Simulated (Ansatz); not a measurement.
Gas-phase electronic energies from Ansatz, PBE0-D4/def2-TZVP geometries. CBS: MP2 limit from def2 TZ/QZ plus the TZ coupled-cluster correction, frozen cores. DFT in def2-TZVPP. HSE06 is defined as in plane-wave codes. One conformer a species, not always the lowest.

`CC(N)C=O` → `C=C(O)NC`  (isomerisation)

Is it downhill or uphill in electronic energy at CCSD(T)/CBS, and by how much? (Best estimate.)

The calculation gave: Uphill: ΔE = +5.9 kcal/mol.

What do these levels give: r2SCANh, HSE06, LC-ωPBE, HF/def2-SVP, HF/def2-TZVPP, HF/CBS(def2)? (An estimate is asked.)

The calculation gave: r2SCANh 2.7, HSE06 3.2, LC-ωPBE 5.0, HF/def2-SVP 6.1, HF/def2-TZVPP 6.8, HF/CBS(def2) 6.7 kcal/mol.

What do rigid-rotor, harmonic-oscillator terms from PBE0-D4/def2-TZVP frequencies (298.15 K, 1 bar) make of the CCSD(T)/CBS value? (An estimate is asked.)

The calculation gave: ΔZPE = +0.2 kcal/mol, ΔH = +6.0 kcal/mol, ΔS = -6 J/(mol·K), ΔG = +6.4 kcal/mol.

Largest T1 diagnostic among the species: 0.013.

At CCSD(T), def2-SVP lies +3.0 kcal/mol from the extrapolated value and def2-TZVPP +1.0 kcal/mol. Leaving LDA and LC-ωPBE aside and taking each functional with its dispersion term where it has one, the values, not all of them listed here, spread over 3.1 kcal/mol, from r2SCAN0-D4 to ωB97X-V. LDA lies −5.4 kcal/mol from PBE without D4.
